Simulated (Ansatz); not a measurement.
`[SH][Mg][Cl]` + H₂ → `[MgH][Cl]` + H₂S at 700 K and 1 bar (hydrogenolysis of a Mg–S bond).

Isolated molecules relaxed with PBE0-D4/def2-TZVP in Ansatz; ΔE leaves out vibrations. CCSD(T)/CBS is the MP2 limit (def2-TZVPP, def2-QZVPP) plus CCSD(T) − MP2 in def2-TZVPP, frozen cores. This one scheme is used for every species. For Mg outer-core shells are correlated without core-valence functions, which leaves a few kJ/mol of doubt a bond. One conformer a species, not always the lowest.

```csv
species,CCSD(T)/CBS energy (Eh),H − E (kJ/mol),S (J/(mol·K))
`[SH][Mg][Cl]`,-1058.17129,70.2,363.1
H₂,-1.17544,46.8,155.3
`[MgH][Cl]`,-660.33122,49.3,284.7
H₂S,-398.97279,64.8,236.9
```

H − E and S are ideal-gas, rigid-rotor, harmonic terms from PBE0-D4/def2-TZVP, for one conformer and one mirror image of each species. The MP2-based limit puts H₂ 0.8 mEh under its directly extrapolated value; such offsets cancel only in part. 1 Eh = 2625.50 kJ/mol, R = 8.31446 J/(mol·K).

By hand: ΔE, ΔH, ΔS and ΔG.

ΔE = (-660.33122) + (-398.97279) − (-1058.17129) − (-1.17544) = 0.04272 Eh = 112.2 kJ/mol. Δ(H − E) = 49.3 + 64.8 − 70.2 − 46.8 = -2.9, so ΔH = 109.3 kJ/mol. ΔS = 284.7 + 236.9 − 363.1 − 155.3 = 3.2 J/(mol·K). ΔG = 109.3 − 700 × (3.2)/1000 = 107.1 kJ/mol.

By hand: the equilibrium constant, and the temperature at which ΔG would vanish if ΔH and ΔS stayed fixed.

log₁₀ K = −ΔG/(RT ln 10) = -8.0. ΔG = 0 at ΔH/ΔS = 34156 K, far beyond where these terms or the molecules hold.

The number of gas molecules stays the same, so ΔS is small and ΔH decides. A doubt of 5 kJ/mol in ΔE shifts log₁₀ K by 0.4 here. Other conformers and mirror images would add mixing entropy, several J/(mol·K) or more a flexible species. These are equilibria of isolated gas molecules and say nothing of rates. Largest T1 diagnostic: 0.009 (customary marks: 0.02 for closed shells, 0.045 for open ones).
